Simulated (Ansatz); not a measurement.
in.yaml

```yaml
crystal:
  periodic: [false, false, false]
  atoms:
    - {symbol: Pd, position_ang: [0.000000, 0.000000, 0.000000]}
    - {symbol: Ge, position_ang: [0.000000, 0.000000, 2.190000]}
basis:
  gaussian: {orbitals: def2-SVP}
total_charge: 1
magnetization: {spin_polarized: true, initial_magnetization: 1}
hamiltonian: {xc: {name: SPW92}}
```

```sh
$ ansatz run in.yaml --threads 1 --pin off --events-out ev --progress --plain --max-ram 2393MiB
```

(1) Roughly how long does this take on 1 thread of Arm Neoverse V2, shared host, and how much host memory?

```
635 factors; their error is unknown
mean field evaluation 1: about -59865.5785 eV, gradient 6.3e1 eV
mean field evaluation 2: about -59313.8005 eV, gradient 2.2e2 eV
mean field evaluation 4: about -59852.4948 eV, gradient 9.1e1 eV
mean field evaluation 8: about -59889.9108 eV, gradient 1.2e1 eV
mean field evaluation 16: about -59889.2374 eV, gradient 7.3e0 eV
mean field evaluation 32: about -59890.5032 eV, gradient 9.6e0 eV
mean field evaluation 64: about -59883.8129 eV, gradient 2.6e1 eV
mean field -59890.95124750 eV, -2200.9518628008 hartree, gradient 1.7e-5 eV, S^2 0.751288; 7 other end points of the search recorded, 0 dependent functions left out
reference -59890.95128351 eV, -2200.9518641240 hartree; 25, 24 occupied and 38, 39 virtual orbitals, 635 factors
Total energy: -59890.95128351 eV, -2200.9518641240 hartree
```

## Answers

(1) 5.5 s wall and 0.12 GiB.
